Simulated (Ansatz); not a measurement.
Geometry optimisation, RKS PBE0/def2-SVP (Ansatz).

Input file:

```yaml
crystal:
  periodic: [false, false, false]
  atoms:
    - { symbol: O, position_ang: [-1.23735, -1.00559, -0.41742] }
    - { symbol: Al, position_ang: [-0.06512, 0.05004, -0.76788] }
    - { symbol: O, position_ang: [0.73782, 0.51949, 0.8085] }
    - { symbol: H, position_ang: [-1.96059, -1.62637, -0.39506] }
    - { symbol: H, position_ang: [0.61445, 0.78985, -1.86368] }
    - { symbol: H, position_ang: [0.44177, 0.13516, 1.65619] }
    - { symbol: H, position_ang: [1.46901, 1.13742, 0.97935] }
total_charge: 1
basis:
  gaussian: { orbitals: def2-SVP }
hamiltonian:
  xc: pbe0
relax:
  f_tol: 0.02
  max_steps: 40
```

Command:

```bash
$ ansatz run input.yaml --threads 1 --pin off --max-ram 2048MiB --backend cpu --events-out ev --progress --plain --runs-dir out
```

**Question.** Where does it end, and by what steps?

**Answer.** The forces met the threshold. Limits of this set-up: the dipole of an ion depends on the origin. After 8 steps the energy has fallen by 0.092 eV; O1 moved furthest, 0.18 Å.

```
step  energy less start (eV)  largest force component (eV/Å)  accepted
   0                  0.0000                           0.884       yes
   1                 -0.0530                           0.529       yes
   2                 -0.0665                           0.195       yes
   3                 -0.0683                           0.154       yes
   4                 -0.0730                           0.115       yes
   5                 -0.0761                           0.682       yes
   6                 -0.0914                           0.078       yes
   7                 -0.0919                           0.023       yes
   8                 -0.0919                           0.011       yes
```

```xyz
7
Properties=species:S:1:pos:R:3
O -1.208 -1.005 -0.236
Al -0.071 0.051 -0.796
O 0.732 0.511 0.835
H -1.924 -1.587 -0.497
H 0.591 0.790 -1.987
H 0.413 0.120 1.669
H 1.468 1.120 1.013
```

Run time: 17 s on 1 CPU thread of a shared host.
